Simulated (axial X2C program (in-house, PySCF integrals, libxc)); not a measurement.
## PH: bond constants with and without spin–orbit coupling

All values were computed with an in-house relativistic program for diatomic molecules. Spin-free means the one-electron spin-free X2C Hamiltonian; two-component (2c) means X2C with spin–orbit coupling and atomic mean-field two-electron Coulomb and Gaunt terms, so the difference of the two also holds small scalar two-electron terms. Basis: P dyall-v3z [8s7p2d1f], H dyall-v3z [6s2p1d] (cores contracted in-house); Gaussian nuclei, density fitting, unrestricted open shells. Masses: P 30.974 u, H 1.008 u.

Input:
```json
{
 "zs": [
  15,
  1
 ],
 "q": 0,
 "bas": [
  "dyall-v3z",
  "dyall-v3z"
 ],
 "levels": [
  "PBE0",
  "HF",
  "PW91"
 ],
 "cc": true,
 "r0": 1.43,
 "thr": -2.0,
 "nmax": 90,
 "npts": 10,
 "nst": 2,
 "ntry": 6
}
```
```bash
python so2c.py task.json out
```

Keys: zs atomic numbers; q charge; bas basis sets; levels methods; cc coupled cluster on or off; r0 starting distance in Å; thr threshold in hartree for freezing inner shells (an s shell follows its p shell); nmax most natural virtual spinors; npts points on the curve; nst determinants followed; ntry starts of the search. HF also brings MP2.

State, spin-free: M_S = 1, Λ = 0 (beyond evenly filled blocks: π+α, π-α); electrons by block: σα: 5, σβ: 5, π+α: 2, π+β: 1, π-α: 2, π-β: 1. Fragments: P + H.

State, 2c: Ω = 1 (⟨Sz⟩ = 1.00, ⟨Lz⟩ = 0.00 at PBE0); electrons by block: 1/2: 6, -1/2: 7, 3/2: 2, -3/2: 1. Fragments: P + H.

```tsv
Hamiltonian	level	Re (Å)	ωe (cm⁻¹)	De (eV)	μ (D)
2c	PBE0	1.431	2363.6	3.17	0.49
2c	HF	1.415	2487.9	2.21	0.55
2c	MP2	1.421	2422.5	2.85	n/a
2c	CCSD	1.427	2366.9	3.03	n/a
2c	CCSD(T)	1.430	2347.6	3.05	n/a
2c	PW91	1.442	2280.6	3.23	0.44
```

Spin-free values that have a 2c row agree with it to the digits that matter (0.001 Å, 0.01 eV) and are not repeated.

Correlated methods: 6 electrons correlated (number of frozen shells: P 2 s, 1 p; H none), 100 virtual spin orbitals or spinors in MP2, 72 natural virtuals in coupled cluster.

Dipoles are positive if H is the positive end.

Occupations by symmetry block were frozen at the best pattern of an incomplete PBE0 search. Dissociation energies refer to the lowest single-determinant-based atoms at the same level and basis. Density functionals use the spin component along the axis (collinear). Coupled cluster ran in a truncated set of natural virtual spinors; the MP2 energy of the rest was added. (T) has no such correction and the atoms are truncated less, which lowers De at CCSD(T) by a hundredth of an eV or more. With several unpaired electrons one determinant need not be a pure state. Open-shell Ω = 0 determinants with evenly filled partner blocks cannot be reached by this program, so the Ω shown need not be the lowest component. This is the Ω = 1 component of a π² triplet; the 0⁺ component is not one determinant and can lie lowest.

Rough cost a point (2c) on 1 thread(s) of a shared host, integrals apart: PBE0 0.13 s, HF 0.06 s, CCSD(T) 1 s, PW91 0.1 s.

The whole task took 27 s on 1 thread of Intel(R) Xeon(R) Processor @ 2.30GHz, with other jobs on the host.
